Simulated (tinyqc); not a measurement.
Inside a calculation. Method: extended Hueckel theory, for BH3. One step of it, computed by the program tinyqc.

Task: Orbitals. Solve H C = S C e through S^(-1/2); fill by pairs from the bottom, a degenerate level sharing its electrons equally; each orbital has its largest coefficient positive (the first on a tie).

H (eV), lower triangle:
```
             1B 2s      1B 2px      1B 2py     1B 2pz       2H 1s       3H 1s       4H 1s
1B 2s   -15.200000
1B 2px    0.000000   -8.500000
1B 2py    0.000000    0.000000   -8.500000
1B 2pz    0.000000    0.000000    0.000000  -8.500000
2H 1s   -14.183193  -11.803465    0.000000   0.429762  -13.600000
3H 1s   -14.183940    5.897191  -10.225129   0.429795   -2.582119  -13.600000
4H 1s   -14.183940    5.897191   10.225129   0.429795   -2.582119   -2.578712  -13.600000
```

overlap S, lower triangle:
```
           1B 2s     1B 2px     1B 2py     1B 2pz     2H 1s     3H 1s     4H 1s
1B 2s   1.000000
1B 2px  0.000000   1.000000
1B 2py  0.000000   0.000000   1.000000
1B 2pz  0.000000   0.000000   0.000000   1.000000
2H 1s   0.492472   0.534093   0.000000  -0.019446  1.000000
3H 1s   0.492498  -0.266841   0.462676  -0.019448  0.094931  1.000000
4H 1s   0.492498  -0.266841  -0.462676  -0.019448  0.094931  0.094806  1.000000
```

valence electrons = 6

Give: orbital energies; occupations; coefficients; sum of one-electron energies.

Result:

orbital energies (eV): -21.3319  -15.3381  -15.3358  -8.5058  15.7407  15.7746  32.4505

occupations: 2.0000  2.0000  2.0000  0.0000  0.0000  0.0000  0.0000

coefficients:
```
            MO1      MO2      MO3      MO4      MO5      MO6      MO7
1B 2s    0.5168   0.0000  -0.0001   0.0328  -0.0010   0.0000   1.5199
1B 2px   0.0000   0.0000   0.4393   0.0000   1.3050   0.0000   0.0013
1B 2py   0.0000   0.4392   0.0000   0.0000   0.0000   1.3056   0.0000
1B 2pz  -0.0010   0.0000   0.0000   0.9993   0.0000   0.0000  -0.0622
2H 1s    0.2872   0.0000   0.5543  -0.0073  -1.0433   0.0000  -0.8011
3H 1s    0.2872   0.4800  -0.2771  -0.0073   0.5223  -0.9043  -0.7999
4H 1s    0.2872  -0.4800  -0.2771  -0.0073   0.5223   0.9043  -0.7999
```

sum of one-electron energies = -104.0116 eV
